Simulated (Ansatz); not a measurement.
Geometry optimisation, RKS CAM-B3LYP-D4/cc-pVDZ in Ansatz.

The input (input.yaml):

```yaml
crystal:
  periodic: [false, false, false]
  atoms:
    - { symbol: C, position_ang: [-0.4118, -0.9813, -0.1186] }
    - { symbol: "N", position_ang: [0.7376, -0.8962, 0.2569] }
    - { symbol: Si, position_ang: [-0.025, 0.742, -0.0281] }
    - { symbol: H, position_ang: [-1.0951, -1.7283, -0.3466] }
    - { symbol: H, position_ang: [0.808, 1.363, -1.1135] }
    - { symbol: H, position_ang: [0.0284, 1.4367, 1.3036] }
basis:
  gaussian: { orbitals: cc-pVDZ }
hamiltonian:
  xc: cam_b3lyp
  dispersion: d4
relax:
  f_tol: 0.02
  max_steps: 50
output:
  orbitals: {}
```

Launched with:

```bash
$ ansatz run input.yaml --threads 1 --pin off --max-ram 2048MiB --backend cpu --events-out ev --progress --plain --runs-dir out
```

Q: Where does it end, and by what steps?

A: It converged. After 7 steps the energy has fallen by 0.384 eV; Si3 moved furthest, 0.23 Å.

```
step  energy less start (eV)  largest force component (eV/Å)  accepted
   0                  0.0000                           3.380       yes
   1                 -0.2950                           1.124       yes
   2                 -0.3593                           0.601       yes
   3                 -0.3739                           0.554       yes
   4                 -0.3803                           0.174       yes
   5                 -0.3836                           0.022       yes
   6                 -0.3837                           0.021       yes
   7                 -0.3837                           0.003       yes
```

```xyz
6
Properties=species:S:1:pos:R:3
C -0.444 -0.958 -0.134
N 0.765 -1.016 0.265
Si 0.194 0.712 0.037
H -1.149 -1.775 -0.347
H 0.730 1.459 -1.124
H -0.054 1.514 1.257
```

Whether the end is a true minimum wasn't checked by a vibrational analysis.

Time of the run: 29 s on 1 thread of Arm Neoverse N1, on a shared host, peak memory 0.13 GiB.
